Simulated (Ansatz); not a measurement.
Mulliken charges of C$_{2}$H$_{5}$N$_{3}$, SMILES `N=CN=CN` from B3LYP/def2-TZVPP in Ansatz (PBE0-D4/def2-TZVP geometry).

```tsv
atom	x (Å)	y (Å)	z (Å)	charge (e)
N1	-2.362	0.857	0.846	-0.262
C2	-1.112	0.705	0.732	0.017
N3	-0.481	-0.139	-0.169	-0.245
C4	0.796	-0.150	-0.125	0.131
N5	1.541	-0.916	-0.936	-0.244
H6	-2.835	0.258	0.167	0.134
H7	-0.462	1.288	1.401	0.056
H8	1.375	0.465	0.576	0.057
H9	1.083	-1.509	-1.606	0.182
H10	2.541	-0.911	-0.885	0.174
```

Problem. By hand: the dipole of these point charges (1 e Å = 4.8032 D).

Solution. Σ q r = (0.758, -0.275, -0.268) e Å, of length 0.850 e Å = 4.08 D.

Problem. How does the dipole of the full density compare? (Estimate.)

Solution. The calculation gave: (1.103, -0.384, -0.374) e Å, 5.89 D; the point charges give 0.69 times that, at 1° from its direction.

Point charges leave out the atoms' own dipoles, such as those of lone pairs, and Mulliken's split depends on the basis, so the two needn't agree.

B3LYP here is the variant with VWN-RPA as its local correlation; programs differ in this.
